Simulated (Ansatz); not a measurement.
We consider rock-salt MgS, described by rVV10 (Ansatz, a first-principles code, plane waves, PAW).

Run with plane-wave cutoff 520 eV, 12×12×12 k mesh, Fermi–Dirac smearing 0.01 eV, scalar-relativistic PAW data made under PBE.

The cell is scaled about its equilibrium volume:

| V (Å³/atom) | P (GPa) | direct gap at Γ (eV) | smallest gap on the k mesh (eV) |
|---|---|---|---|
| 16.898 | 5.21 | 4.053 | 2.841 |
| 17.258 | 3.30 | 3.875 | 2.793 |
| 17.618 | 1.57 | 3.706 | 2.745 |
| 17.977 | 0.01 | 3.544 | 2.698 |
| 18.337 | -1.40 | 3.389 | 2.652 |
| 18.696 | -2.68 | 3.242 | 2.605 |
| 19.056 | -3.83 | 3.101 | 2.560 |

The fundamental gap (2.70 eV at the equilibrium volume, with added k points) lies elsewhere than Γ–Γ.
